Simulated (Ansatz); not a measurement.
**A ladder of methods for CH2F2 (SMILES FCF)**

The species is CH2F2 (5 atoms), meant as a singlet with charge 0. SMILES: `FCF`. The shape is that of a PBE0-D4/def2-TZVP optimisation.

```csv
atom,x (Å),y (Å),z (Å)
F,-1.0733,0.1912,0.6983
C,0.0101,-0.0169,-0.0823
F,1.0905,-0.1792,0.7132
H,-0.1427,-0.9329,-0.6595
H,0.1653,0.8642,-0.7111
```

Quantity: the energy change with the C2–H5 bond stretched from 1.094 to 2.734 Å, in eV. The values are calculated.

```tsv
level	kind	program	value (eV)	less FCI/STO-3G	CPU time (all runs)
SVWN5/STO-3G (restricted)	LDA	Ansatz	5.63	+1.22	1 s
BLYP/STO-3G (restricted)	GGA	Ansatz	5.04	+0.63	1.6 s
r2SCAN/STO-3G (restricted)	meta-GGA	Ansatz	5.78	+1.37	3.7 s
r2SCAN0/STO-3G (restricted)	hybrid meta-GGA	Ansatz	6.80	+2.39	3.7 s
B2PLYP/STO-3G (restricted)	double hybrid	Ansatz	6.06	+1.65	2 s
MP2/STO-3G (restricted)	perturbation theory	Ansatz	6.08	+1.67	0.15 s
BCCD(T)/STO-3G (restricted)	coupled cluster or CI	Ansatz	4.35	-0.06	0.28 s
FCI/STO-3G	exact in the basis	Ansatz	4.41	0.00	5.2 s
```

FCI/STO-3G is exact within its basis and frozen core, so for wave-function methods in that basis the difference is their error; functionals converge differently with the basis, so for them it is only a difference. The first shape isn't each level's own minimum. The values span 4.35 to 6.80 eV. All rows use very small basis sets, so even the best lies far from the true value. CPU times are rough (shared hosts, several kinds of processor): they show what a rung costs within a factor of a few.
